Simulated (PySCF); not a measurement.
Species: C₄H₅O₂ (charge -1).
SMILES with atom numbers: `[O:1]=[C:2]([O-:3])[CH:4]1[CH2:5][CH2:6]1` (hydrogens: H7 on C4; H8, H9 on C5; H10, H11 on C6)

The same species was optimised twice, with GFN2-xTB and with PBE0-D3(BJ)/def2-SVP (PySCF), and the same property calculations (PySCF, gas phase) were run on both structures.

```json
{"coordinate": "C2–C4 (Å)", "GFN2-xTB": "1.565", "PBE0-D3(BJ)/def2-SVP": "1.548", "change": "-0.017"}
{"coordinate": "O1=C2 (Å)", "GFN2-xTB": "1.239", "PBE0-D3(BJ)/def2-SVP": "1.250", "change": "+0.011"}
{"coordinate": "C4–C5 (Å)", "GFN2-xTB": "1.499", "PBE0-D3(BJ)/def2-SVP": "1.504", "change": "+0.005"}
{"coordinate": "C4–C6 (Å)", "GFN2-xTB": "1.499", "PBE0-D3(BJ)/def2-SVP": "1.503", "change": "+0.004"}
{"coordinate": "C2–O3 (Å)", "GFN2-xTB": "1.241", "PBE0-D3(BJ)/def2-SVP": "1.244", "change": "+0.003"}
{"coordinate": "C5–C6 (Å)", "GFN2-xTB": "1.495", "PBE0-D3(BJ)/def2-SVP": "1.495", "change": "0.000"}
{"coordinate": "C2–C4–C5 (°)", "GFN2-xTB": "119.0", "PBE0-D3(BJ)/def2-SVP": "117.4", "change": "-1.6"}
{"coordinate": "C2–C4–C6 (°)", "GFN2-xTB": "119.1", "PBE0-D3(BJ)/def2-SVP": "117.7", "change": "-1.4"}
{"coordinate": "O1–C2–C4 (°)", "GFN2-xTB": "116.1", "PBE0-D3(BJ)/def2-SVP": "114.8", "change": "-1.3"}
{"coordinate": "O3–C2–C4 (°)", "GFN2-xTB": "114.6", "PBE0-D3(BJ)/def2-SVP": "115.4", "change": "+0.8"}
{"coordinate": "O1–C2–O3 (°)", "GFN2-xTB": "129.3", "PBE0-D3(BJ)/def2-SVP": "129.8", "change": "+0.5"}
{"coordinate": "C5–C4–C6 (°)", "GFN2-xTB": "59.8", "PBE0-D3(BJ)/def2-SVP": "59.6", "change": "-0.2"}
{"coordinate": "C4–C6–C5 (°)", "GFN2-xTB": "60.1", "PBE0-D3(BJ)/def2-SVP": "60.2", "change": "+0.1"}
{"coordinate": "C4–C5–C6 (°)", "GFN2-xTB": "60.1", "PBE0-D3(BJ)/def2-SVP": "60.2", "change": "+0.1"}
{"coordinate": "O1–C2–C4–C5 (°)", "GFN2-xTB": "35", "PBE0-D3(BJ)/def2-SVP": "36", "change": "+1"}
```

Rotational constants: A = 7724, B = 2806, C = 2453 MHz (GFN2-xTB) against A = 7709, B = 2860, C = 2492 MHz (PBE0-D3(BJ)/def2-SVP). Atoms that the bonding makes alike are paired by their places after alignment.

On the GFN2-xTB structure: HOMO (eV) -0.99 [PBE0/pcSseg-1]; LUMO (eV) 5.45 [PBE0/pcSseg-1]; GIAO shielding of O1 (ppm) 53.6 [PBE0/pcSseg-1]; GIAO shielding of C2 (ppm) 14.6 [PBE0/pcSseg-1]; GIAO shielding of O3 (ppm) -29.4 [PBE0/pcSseg-1]; GIAO shielding of C4 (ppm) 167.3 [PBE0/pcSseg-1]; GIAO shielding of C5/C6 (mean) (ppm) 183.3 [PBE0/pcSseg-1].

**Question.** What do these properties become on the PBE0-D3(BJ)/def2-SVP structure?

**Answer.** 
| property | level | on GFN2-xTB | on PBE0-D3(BJ)/def2-SVP | change |
| --- | --- | --- | --- | --- |
| HOMO (eV) | PBE0/pcSseg-1 | -0.99 | -1.03 | -0.04 |
| LUMO (eV) | PBE0/pcSseg-1 | 5.45 | 5.42 | -0.03 |
| energy, GFN2-xTB geometry as zero (kcal/mol) | PBE0/pcSseg-1 | 0.0 | -0.4 | -0.4 |
| GIAO shielding of O1 (ppm) | PBE0/pcSseg-1 | 53.6 | 52.7 | -0.9 |
| GIAO shielding of C2 (ppm) | PBE0/pcSseg-1 | 14.6 | 11.8 | -2.8 |
| GIAO shielding of O3 (ppm) | PBE0/pcSseg-1 | -29.4 | -32.5 | -3.1 |
| GIAO shielding of C4 (ppm) | PBE0/pcSseg-1 | 167.3 | 167.7 | +0.4 |
| GIAO shielding of C5/C6 (mean) (ppm) | PBE0/pcSseg-1 | 183.3 | 180.1 | -3.2 |

The heavy atoms differ by 0.029 Å rms after alignment. Among bonds between heavy atoms C2–C4 changes most (-0.017 Å). Changes are differences of the printed values. Neither structure is proved a minimum here. The structure is a single PBE0-D3(BJ)/def2-SVP conformer in the gas phase; no vibrational or solvent corrections. The geometry's basis has no diffuse functions, a weakness for an anion.

Shape of the structure used: `[O:1]=[C:2]([O-:3])[CH:4]1[CH2:5][CH2:6]1`: O1–C2–C4–C5 36°.
